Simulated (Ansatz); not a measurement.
methanol (SMILES CO) moved off its minimum; all values from Ansatz (an electronic-structure program), cores frozen in correlated methods.
(charge 0, multiplicity 1)
```xyz
6

C     -0.6730     0.2209     0.1272
O      0.6236    -0.2678    -0.2428
H     -0.7632     0.1616     1.2107
H     -1.3718    -0.4311    -0.3191
H     -0.7684     1.1961    -0.1081
H      1.3417     0.2931     0.1916
```

### Question
Give the forces (eV/Å), the total energy and the dipole at CCSD(T)/aug-cc-pVTZ.

### Answer

```csv
atom,Fx,Fy,Fz
C1,1.991,-2.447,2.002
O2,1.614,0.882,0.497
H3,-0.321,-0.188,0.286
H4,-0.902,-0.483,-0.651
H5,-0.695,3.309,-1.298
H6,-1.687,-1.074,-0.836
```
Energy -115.5526 hartree, dipole 1.74 D.
